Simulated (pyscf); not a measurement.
PySCF, gas phase, ωB97X-D3(BJ)/def2-SVP geometries.

Question: Estimate by transition-state theory the rate constant of H₂B–Cl + HCl → Cl–BH–Cl + H₂ (singlet surface; B–H, Cl–H broken, B–Cl, H–H formed) at 900 K, with ωB97M-D3(BJ)/def2-TZVP energies (ideal gas, 1 atm, RRHO with modes under 100 cm⁻¹ raised to 100, one conformer, R ln 2 for chiral ones without a mode under 150 cm⁻¹; no tunnelling).

Answer: The electronic barrier is 15.6 kcal/mol and the thermal terms add +28.9, so ΔG‡ = 44.5 kcal/mol. With k_BT/h = 1.88e+13 s⁻¹ and RT = 1.788 kcal/mol, and a volume of 1.23e-19 cm³ per molecule at 1 atm, k = 3.5e-17 cm³ molecule⁻¹ s⁻¹. Wigner's tunnelling factor for 925i cm⁻¹ would be 1.09. A shift of 1 kcal/mol in the barrier changes k by a factor 1.7. One saddle was located; it need not be the lowest between these sides.
